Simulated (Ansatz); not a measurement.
# BH₃+ (quartet): wave-function methods side by side, def2-TZVPP

The task here is to estimate one member of a computed series from the others.

Computed with Ansatz 0.2.0, Gaussian basis. Level: def2-TZVPP, core rule «outside noble gas», up to 1 orbitals frozen.

Plan: UHF; ROHF; CCSD(T) on UHF.

2 further runs of the same task are left out: 2 set aside as unsound or not needed.

## What is computed

The geometry is a PBE0/def2-TZVP stationary point (not a proven minimum) of the parent state, kept for this charge and spin.

4 atoms, charge 1, spin multiplicity 4.

Atoms are counted from 1 here; the program's logs count them from 0.

Bond lengths: B1–H2 1.281 Å, B1–H3 1.186 Å, B1–H4 1.281 Å. Angles: H2–B1–H3 117.7°, H2–B1–H4 49.8°, H3–B1–H4 117.7°.

Set-up of the first run:

The input, in.yaml:

```yaml
crystal:
  periodic: [false, false, false]
  atoms:
    - {symbol: B, position_ang: [-0.114887, 0.000009, 0.089052]}
    - {symbol: H, position_ang: [0.311423, 0.539087, -0.991887]}
    - {symbol: H, position_ang: [0.609492, -0.000048, 1.028622]}
    - {symbol: H, position_ang: [0.311340, -0.539134, -0.991888]}
basis:
  gaussian: {orbitals: def2-TZVPP}
total_charge: 1
magnetization: {spin_polarized: true, initial_magnetization: 3}
hamiltonian: {xc: hf}
output: {orbitals: {seedname: orbitals}}
```

Started as:

```
$ ansatz run in.yaml --threads 1 --pin off --events-out ev --progress --plain --max-ram 4096MiB --backend cpu
```

Steps of the session up to this table: UHF; ROHF; CCSD(T) on UHF.

One of the session's tables, all rows but one given; the rest of the session is left out.

```
  method  from UCCSD(T) (meV)
    ROHF              +2365.7
     UHF                    ?
    UMP2               +514.1
   UCCSD                +64.1
UCCSD(T)                    0
```

**Question.** Estimate the row for UHF.

As computed: from UCCSD(T) (meV): +2323.0. In the column «from UCCSD(T) (meV)» it lies between UMP2 (+514.1) and ROHF (+2365.7).
